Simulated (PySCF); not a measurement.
hydrogen cyanide (CHN), SMILES C#N. Geometry: PBE-D3(BJ)/def2-TZVPD.

Computed with PySCF 2.14.0 with PBE-D3(BJ)/def2-TZVPD.

Harmonic wavenumbers (cm⁻¹): 725, 725, 2122, 3362. Rotational constants (GHz): 44.02 (linear); symmetry number 1.

Task: Work out the zero-point energy and the ideal-gas rigid-rotor harmonic-oscillator thermochemistry at 298.15 K and 1 atm.

Result: ZPE = ½ Σ hcν = ½ × 6933 cm⁻¹ = 9.91 kcal/mol. H − E(el) = 12.11 kcal/mol. Entropy in cal/(mol K): translation 35.82, rotation 11.82, vibration 0.56, total 48.20. G − E(el) = -2.26 kcal/mol. Cp = 8.53 cal/(mol K).
